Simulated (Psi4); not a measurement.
# SiO2 (silicon dioxide molecule) at CEPA(1)/6-31+G(d) (density fitting, Cartesian functions)

What is the energy difference between two shapes of SiO2 (silicon dioxide molecule) at CEPA(1)/6-31+G* (density fitting, Cartesian functions)? 

The results are computed with Psi4 1.11.

### 1 The system as given

SiO2: 3 atoms, total charge 0, spin state singlet. As SMILES, `O=[Si]=O`. The coordinates come from a GFN2-xTB (4 decimals) relaxation.

Bond lengths: O1–Si2 1.491 Å, Si2–O3 1.491 Å. Angles: O1–Si2–O3 179.9°.

### 2 A single-point energy at CEPA(1)/6-31+G(d) (density fitting, Cartesian functions)

o2si.sdf

```

     RDKit          3D

  3  2  0  0  0  0  0  0  0  0999 V2000
    0.6912    1.2173    0.5137 O   0  0  0  0  0  0  0  0  0  0  0  0
   -0.0007    0.0004   -0.0002 Si  0  0  0  0  0  4  0  0  0  0  0  0
   -0.6905   -1.2177   -0.5136 O   0  0  0  0  0  0  0  0  0  0  0  0
  2  1  2  0
  3  2  2  0
M  END
$$$$
```

calc.py

```python
import psi4
from rdkit import Chem

psi4.set_memory(1600000000)
psi4.set_num_threads(1)
psi4.set_output_file('run.log', False)

rd = Chem.SDMolSupplier('o2si.sdf', removeHs=False, sanitize=False)[0]
xyz = rd.GetConformer().GetPositions()
atoms = '\n'.join(f'{a.GetSymbol()} {x:.4f} {y:.4f} {z:.4f}' for a, (x, y, z) in zip(rd.GetAtoms(), xyz))
m = psi4.geometry('0 1\n' + atoms + '\nno_reorient\nno_com')

psi4.set_options({
    'basis': '6-31+G*',
    'freeze_core': True,
})

E = psi4.energy('cepa(1)', molecule=m)
print(f'total energy {E:.8f} hartree = {E * 27.211386:.5f} eV')
```

Command:

```bash
python calc.py
```

run.log, cut to the lines that bear on the results:

```text
[...]
  Running in c1 symmetry.
[...]
  Nuclear repulsion =   90.851181045552522
[...]
  Multiplicity = 1
[...]
  Nalpha       = 15
  Nbeta        = 15
[...]
    Number of basis functions: 61
[...]
   @RHF iter   1:  -438.39091708109669   -8.83138e-01   1.25399e-02 DIIS/ADIIS
[...]
   @RHF iter  11:  -438.63044390166294   -4.54747e-13   1.68686e-09 DIIS
[...]
    Orbital Energies [Eh]
    ---------------------
    Doubly Occupied:
       1A    -68.882075     2A    -20.600103     3A    -20.600087
       4A     -6.239676     5A     -4.346151     6A     -4.346151
       7A     -4.344487     8A     -1.339179     9A     -1.308820
      10A     -0.656767    11A     -0.573986    12A     -0.558572
      13A     -0.558572    14A     -0.515183    15A     -0.515183
[...]
  @RHF Final Energy:  -438.63044390166294
   => Energetics <=
    Nuclear Repulsion Energy =             90.8511810455525222
    One-Electron Energy =                -788.1932691398162660
    Two-Electron Energy =                 258.7116441926008292
    Total Energy =                       -438.6304439016629431
[...]
 Multipole Moments:
 ------------------------------------------------------------------------------------
     Multipole            Electronic (a.u.)      Nuclear  (a.u.)        Total (a.u.)
 ------------------------------------------------------------------------------------
 L = 1.  Multiply by 2.5417464519 to convert [e a0] to [Debye]
 Dipole X            :          0.0048081           -0.0079368           -0.0031287
 Dipole Y            :         -0.0027782            0.0045353            0.0017572
 Dipole Z            :          0.0030279           -0.0037795           -0.0007516
 Magnitude           :                                                    0.0036662
[...]
      * SCS-MP2 total energy:                 -439.075609466722
[...]
      * MP2 total energy:                     -439.095019396085
[...]
```

The script printed:

```text
total energy -439.09242931 hartree = -11948.31358 eV
```

Wall time 3.6 s (1 thread of Intel Xeon 6975P-C (Granite Rapids), shared host); peak memory 0.31 GiB.

### 3 The distorted shape, same level

job.inp

```
memory 1600 mb

molecule molecule1 {
  O      0.793530     1.238764     0.393907
  Si     0.068918    -0.088865     0.050679
  O     -0.633828    -1.283296    -0.430203
  no_reorient
  no_com
}

set globals {
  basis 6-31+G*
  freeze_core true
}

energy('cepa(1)')
```

Command:

```bash
psi4 job.inp job.out -n 1
```

job.out, cut to the lines that bear on the results:

```text
[...]
  Running in c1 symmetry.
[...]
  Nuclear repulsion =   89.858437520006021
[...]
  Multiplicity = 1
[...]
  Nalpha       = 15
  Nbeta        = 15
[...]
    Number of basis functions: 61
[...]
   @RHF iter   1:  -438.37986661209015   -9.15849e-01   1.25797e-02 ADIIS/DIIS
[...]
   @RHF iter  13:  -438.62461025478746   -3.24007e-12   4.83180e-09 DIIS
[...]
    Orbital Energies [Eh]
    ---------------------
    Doubly Occupied:
       1A    -68.889142     2A    -20.603206     3A    -20.602545
       4A     -6.244881     5A     -4.351483     6A     -4.351475
       7A     -4.349281     8A     -1.341468     9A     -1.298127
      10A     -0.657397    11A     -0.570026    12A     -0.558702
      13A     -0.558629    14A     -0.510491    15A     -0.510219
[...]
  @RHF Final Energy:  -438.62461025478746
   => Energetics <=
    Nuclear Repulsion Energy =             89.8584375200060208
    One-Electron Energy =                -786.1719532692295616
    Two-Electron Energy =                 257.6889054944361419
    Total Energy =                       -438.6246102547874557
[...]
 Multipole Moments:
 ------------------------------------------------------------------------------------
     Multipole            Electronic (a.u.)      Nuclear  (a.u.)        Total (a.u.)
 ------------------------------------------------------------------------------------
 L = 1.  Multiply by 2.5417464519 to convert [e a0] to [Debye]
 Dipole X            :         -4.2754008            4.2376504           -0.0377504
 Dipole Y            :          2.8201933           -3.0242534           -0.2040602
 Dipole Z            :         -0.5955626            0.7920560            0.1964934
 Magnitude           :                                                    0.2857889
[...]
      * SCS-MP2 total energy:                 -439.073745353845
[...]
      * MP2 total energy:                     -439.093420500101
[...]
```

Run time: 3.9 s. Hardware: 1 thread of Intel Xeon 6975P-C (Granite Rapids), shared host; peak memory 0.28 GiB.

### 4 Outcome

Level: CEPA(1)/6-31+G* (density fitting, Cartesian functions), 7 core orbitals frozen.

| quantity | value |
| --- | --- |
| first shape: total energy | -439.09243 Eh |
| first shape: HOMO energy (Hartree–Fock orbitals) | -14.02 eV |
| first shape: LUMO energy (Hartree–Fock orbitals) | -0.39 eV |
| first shape: HOMO–LUMO gap (Hartree–Fock orbitals) | 13.63 eV |
| first shape: correlation energy (7 core orbitals frozen) | -462.0 mEh |
| distorted shape: total energy | -439.09018 Eh |
| distorted shape: HOMO energy (Hartree–Fock orbitals) | -13.88 eV |
| distorted shape: LUMO energy (Hartree–Fock orbitals) | -0.51 eV |
| distorted shape: HOMO–LUMO gap (Hartree–Fock orbitals) | 13.37 eV |
| distorted shape: correlation energy (7 core orbitals frozen) | -465.6 mEh |
| energy change with the atoms displaced | 0.061 eV |

With the atoms displaced the energy rises by 0.06 eV (5.9 kJ/mol). The first shape isn't relaxed at this level, so the change isn't measured from a minimum.
